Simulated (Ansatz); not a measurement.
A calculation with Ansatz (development build ahead of 0.2.0).

```yaml
crystal:
  periodic: [false, false, false]
  atoms:
    - { symbol: "N", position_ang: [0.01907, 0.0224, -0.49707] }
    - { symbol: O, position_ang: [-0.00702, 1.10566, 0.22154] }
    - { symbol: O, position_ang: [-0.01296, -1.07646, 0.15396] }
basis:
  gaussian: { orbitals: "6-31G" }
total_charge: -1
hamiltonian:
  xc: hf
correlation:
  method: mp2
  frozen_orbitals: { "N": 1, O: 1 }
```

The input is written out in the form of the current development build from the run's settings.

Results

```json
{"Converged": "yes", "Reference energy": "-203.96358 hartree", "Correlation energy": "-0.38483 hartree", "Total energy": "-204.34841 hartree", "Spin squared of the determinant": "0.000"}
```

Caution: no diffuse functions for an anion.
